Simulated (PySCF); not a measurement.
C4H5O2 (doublet state).
Geometry (PBE0-D3(BJ)/def2-SVP, Å), atoms numbered from 1 in this order:
```xyz
11
C4H5O2 angstrom
O      2.2673    0.2799    0.7743
C      1.1455    0.2605    0.2927
C      0.5849    1.1382   -0.6838
O     -0.6680    0.8548   -1.0113
C     -1.1245   -0.2988   -0.2672
C      0.0286   -0.7371    0.6247
H      1.0498    1.9899   -1.1793
H     -2.0207    0.0140    0.2879
H     -1.4254   -1.0561   -1.0056
H     -0.2042   -0.6805    1.6985
H      0.3775   -1.7595    0.4171
```

The species is `O=C1[CH]OCC1` [radical].

Method used: PySCF, UKS B3LYP, IGLO-III on C O, pcH-1 on H, non-relativistic, mean-field spin-orbit, GIAO. Isolated species at its PBE0-D3(BJ)/def2-SVP geometry, gas phase. The SCF solution wasn't tested for stability.

The largest Mulliken spin populations are on C3 (+0.60), O1 (+0.27) and O4 (+0.17). Three atoms exceed +0.15. The angles at C3 add up to 360.0°, so it is planar; its axial dipolar tensor and the negative coupling of its proton fit spin in a p orbital normal to that plane.

Task: Find Q in a(H) = Q·ρ(C) for the protons on the planar carbons that carry spin.

Result: 
```
 H   C    ρ(C)  a(H) (G)  a/ρ (G)
H7  C3  +0.605    -15.20    -25.1
```

One proton gives one ratio, Q = -25.1 G, and no test of linearity.

Couplings in gauss use g_iso = 2.0050.

On x86-64 server, one thread (shared host), this took 38 s.
